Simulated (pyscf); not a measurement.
`[CH2][CH3]` [doublet] + `[H]` [doublet] → `[CH4]` + `[CH2]` [triplet], a substitution at C (triplet surface; C–C broken, C–H formed). Structures and frequencies: ωB97X-D3(BJ)/def2-SVP in PySCF. MP2 and CC: frozen core, UHF for open shells. ΔMP2 is the change of the MP2 total energy from the triple- to the quadruple-zeta basis. Energies in eV from the separated reactants.

Small-basis levels: PySCF, no dispersion term, spherical d functions. Open shells are spin-unrestricted. 

In single points HF/3-21G puts the saddle at 2.14 eV and the reaction energy at -0.71 eV. Should these be trusted to within a few kcal/mol? Compare with CCSD(T)/def2-TZVPP + ΔMP2(QZVPP).

CCSD(T)/def2-TZVPP + ΔMP2(QZVPP) gives ΔE‡ = 1.68 eV and ΔE = -0.34 eV. HF/3-21G lies 0.47 eV over it in the barrier and 0.37 eV under it in the reaction energy, so on this step it does not hold to within 0.13 eV. CCSD(T)/def2-TZVPP + ΔMP2(QZVPP) has limits of its own. Abstraction by the radical was not located in this set and often lies lower. •H₂C–CH₃ + H• also meet on a surface of lower spin, which isn't treated here. This is the saddle that the search found; another between the same sides may lie lower. The angle at the attacked C is 180°. The CCSD(T) − MP2 part came from Ansatz, without density fitting, on the same reference.
